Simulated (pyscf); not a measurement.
Thermochemistry of product channels of Cl–Si•(Cl)–Cl + hydrogen chloride (HCl) on the doublet surface, in kcal/mol, from CCSD(T)/def2-TZVPP + ΔMP2(QZVPP) energies (ideal gas, 1 atm, RRHO with modes under 100 cm⁻¹ raised to 100, one conformer, R ln 2 for rigid chiral ones). Single points on ωB97X-D3(BJ)/def2-SVP structures (PySCF, gas phase). MP2 and CC: frozen core, UHF for open shells. ΔMP2 is the change of the MP2 total energy from the triple- to the quadruple-zeta basis.

```json
[
 {"products": "chlorine (Cl–Cl) + dichlorosilylene (Cl–Si:–Cl) [singlet] + H atom (H•)", "ΔE": "+115.9", "ΔH(298 K)": "+111.7", "ΔG(900 K)": "+86.9", "ΔG(1200 K)": "+78.4"},
 {"products": "chlorine (Cl–Cl) + Cl–SiH•–Cl", "ΔE": "(withheld)", "ΔH(298 K)": "+63.8", "ΔG(900 K)": "+61.4", "ΔG(1200 K)": "(withheld)"}
]
```

**Question.** Some entries are withheld; supply them.

**Answer.** 
- chlorine (Cl–Cl) + Cl–SiH•–Cl, ΔE: +64.1
- chlorine (Cl–Cl) + Cl–SiH•–Cl, ΔG(1200 K): +60.7

These are energies of the channels, which say nothing of barriers. The CCSD(T) − MP2 part came from Ansatz, without density fitting, on the same reference.
